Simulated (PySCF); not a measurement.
What binds ClF⁺: the parts of the energy along the bond

State: ²Π, doublet, unpaired electrons π ↑. ROHF-based CCSD(T) in PySCF 2.14 with Cl cc-pV(T+d)Z, F cc-pVTZ and Cl cc-pV(Q+d)Z, F cc-pVQZ (frozen core orbitals: 6; no relativity). Correlation energies are extrapolated as n⁻³ (n = 3, 4), Hartree–Fock as (n+1)·exp(−9√n). CV is the change on freezing 1 orbitals instead, in Cl cc-pwCVTZ, F cc-pwCVTZ. SR is the spin-free X2C energy in Cl cc-pVTZ-DK, F cc-pVTZ-DK less the non-relativistic one in Cl cc-pVTZ, F cc-pVTZ. All energies in eV from Cl⁺ + F.

```tsv
R (Å)	HF/CBS	CCSD corr.	(T)	CV	SR	total
1.3478	0.100	-1.862	-0.1934	-0.0310	0.0118	-1.975
1.4091	-0.397	-1.953	-0.2218	-0.0219	0.0111	-2.583
1.4703	-0.586	-2.042	-0.2510	-0.0147	0.0098	-2.884
1.5316	-0.562	-2.125	-0.2801	-0.0090	0.0084	-2.968
1.5929	-0.395	-2.203	-0.3082	-0.0046	0.0070	-2.904
1.6695	-0.057	-2.292	-0.3406	-0.0006	0.0053	-2.685
1.7460	0.362	-2.376	-0.3703	0.0023	0.0040	-2.378
```

A fit to the total gives Re = 1.5318 Å, De = 2.968 eV, ωe = 933.6 cm⁻¹, Be = 0.5836 cm⁻¹ (masses 34.9689 and 18.9984 u).

At R = 1.5316 Å the CCSD correlation energy is -0.442887 hartree in the smaller basis and -0.477714 in the larger. Extrapolate it.

(4³·E4 − 3³·E3)/(4³ − 3³) = -0.50313 hartree; the larger basis holds 94.9 % of it.

The T1 diagnostic is 0.032. The state was picked by a PBE0 search and need not be the measured ground state. Spin–orbit coupling, excitations beyond (T) and corrections to the Born–Oppenheimer picture are left out.
